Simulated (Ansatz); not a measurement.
Active spaces for C₂H, doublet

Computed with Ansatz's Gaussian-basis code (development build). Basis cc-pVDZ, nonrelativistic, 2 orbitals frozen in the corrections. State-specific CASSCF; RHF is the lowest restricted (open-shell) Hartree–Fock solution met. Solutions may break the symmetry of the shape. The lowest solution met needn't be the lowest there is, nor hold the orbitals that a chemist would pick.

Geometry:

```json
{"atom": "H", "x (Å)": "0.0000", "y (Å)": "0.0000", "z (Å)": "-1.4288"}
{"atom": "C", "x (Å)": "0.0000", "y (Å)": "0.0000", "z (Å)": "-0.4385"}
{"atom": "C", "x (Å)": "0.0000", "y (Å)": "0.0000", "z (Å)": "0.6767"}
```

Task: What do CASSCF and its corrections give against RHF in CAS(9,9), and what are the occupations?

Result: CASSCF -3.315 eV, SC-NEVPT2 -5.887 eV; occupations 1.99, 1.98, 1.94, 1.94, 1.00, 0.06, 0.06, 0.02, 0.01.
